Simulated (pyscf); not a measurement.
HO–SiH₂–O–Si(OH)(OH)–F + hydrogen (H₂) -> HO–Si(OH)(OH)–F + silanol (HO–SiH₃) (four-centre exchange; singlet surface; O–Si, H–H broken, H–O, H–Si formed). Single points on ωB97X-D3(BJ)/def2-SVP structures (PySCF, gas phase). Energies in kJ/mol from the separated reactants.

| level | barrier | reaction energy |
|---|---|---|
| ωB97X-D3(BJ)/def2-TZVP | 245.5 | +121.9 |
| PBE/def2-TZVP | 207.7 | +101.1 |
| B3LYP-D3(BJ)/def2-TZVP | 237.5 | +118.0 |
| M06-2X/def2-TZVP | 252.7 | +127.6 |
| ωB97M-D3(BJ)/def2-TZVP | 238.9 | +114.4 |
| HF/def2-TZVP | 317.3 | +101.1 |

The functionals in the table span 45.0 kJ/mol in this barrier, from PBE to M06-2X. On the product side the descent ends in a complex, 30.0 kJ/mol under the separated species and 153.7 kJ/mol under the saddle at ωB97X-D3(BJ)/def2-TZVP. This is the saddle that the search found; another between the same sides may lie lower.
